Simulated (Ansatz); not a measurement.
`OC(O)(Cl)Cl` + H₂ → `OC(Cl)Cl` + H₂O at 600 K and 1 bar (hydrogenolysis of a C–O bond).

Program: Ansatz. Geometries: PBE0-D4/def2-TZVP. ΔE: electronic, gas phase. CCSD(T)/CBS is the MP2 limit (def2-TZVPP, def2-QZVPP) plus CCSD(T) − MP2 in def2-TZVPP, frozen cores. This one scheme is used for every species. One conformer a species, not always the lowest.

```csv
species,CCSD(T)/CBS energy (Eh),H − E (kJ/mol),S (J/(mol·K))
`OC(O)(Cl)Cl`,-1109.14822,147.7,384.9
H₂,-1.17544,43.9,150.8
`OC(Cl)Cl`,-1033.97530,128.9,354.8
H₂O,-76.37941,76.8,212.8
```

H − E and S are ideal-gas, rigid-rotor, harmonic terms from PBE0-D4/def2-TZVP, for one conformer and one mirror image of each species. The MP2-based limit puts H₂ 0.8 mEh under its directly extrapolated value; such offsets cancel only in part. 1 Eh = 2625.50 kJ/mol, R = 8.31446 J/(mol·K).

By hand: ΔE, ΔH, ΔS and ΔG.

ΔE = (-1033.97530) + (-76.37941) − (-1109.14822) − (-1.17544) = -0.03105 Eh = -81.5 kJ/mol. Δ(H − E) = 128.9 + 76.8 − 147.7 − 43.9 = 14.1, so ΔH = -67.4 kJ/mol. ΔS = 354.8 + 212.8 − 384.9 − 150.8 = 31.9 J/(mol·K). ΔG = -67.4 − 600 × (31.9)/1000 = -86.5 kJ/mol.

By hand: the equilibrium constant, and the temperature at which ΔG would vanish if ΔH and ΔS stayed fixed.

log₁₀ K = −ΔG/(RT ln 10) = 7.5. ΔH and −TΔS have one sign here, so there is no such temperature.

ΔH outweighs TΔS. A doubt of 5 kJ/mol in ΔE shifts log₁₀ K by 0.4 here. Other conformers and mirror images would add mixing entropy, several J/(mol·K) or more a flexible species. These are equilibria of isolated gas molecules and say nothing of rates. Largest T1 diagnostic: 0.011 (customary marks: 0.02 for closed shells, 0.045 for open ones).
